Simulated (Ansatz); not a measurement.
We consider In6S7 (P2₁/m, No. 11), described by PBEsol (Ansatz, an electronic-structure program, plane waves, PAW).

Run with plane-wave cutoff 520 eV, 4×10×2 k mesh (along the axes of the cell as run), Fermi–Dirac smearing 0.01 eV, scalar-relativistic PAW data made under PBE.

Computed at the level's own relaxed cell.

Problem. Estimate the band gap and Γ–Γ gap that the calculation returns.

Solution. 
* **band gap**: 0.07 eV
* **Γ–Γ gap**: 0.65 eV

Measured, for comparison: band gap 0.75 eV (temperature not stated, not corrected to a static lattice, from temperature-dependent dark current, crystal; as tabulated in Qasrawi and Gasanly (2006), doi:10.1088/0953-8984/18/19/014).

Spin–orbit coupling is not included; it can close the smallest gap of 0.07 eV.

Static lattice: no zero-point or thermal effects.

Cost on a shared machine: roughly 7 core-minutes.
